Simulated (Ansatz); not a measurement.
Basis-set extrapolation for `C=COCCC` (PBE0-D4/def2-TZVP geometry, frozen core, Ansatz 0.2.0). Multiplicity 1, RHF reference.

```csv
,def2-TZVPP,def2-QZVPP
HF,-270.101030,-270.113747
MP2 correlation,-1.085477,-1.157994
CCSD(T) correlation,-1.184597,not run
```

Energies in hartree. Use E(X) = E(∞) + A·exp(−7.88·√X) for Hartree–Fock and E(X) = E(∞) + B·X^(−2.97) for correlation, with X = 3 and 4, and add CCSD(T) minus MP2 of the smaller set to the MP2 limit.

**Question.** What is the CCSD(T) energy at the basis-set limit?

**Answer.** HF limit: -270.113747 + (-0.012717) × 0.13774 = -270.11550. MP2 limit: -1.157994 + (-0.072517) × 0.74074 = -1.21171. Higher-order term: -1.184597 − (-1.085477) = -0.09912. Total: -271.42633 hartree, 3.83 eV below CCSD(T)/def2-TZVPP.
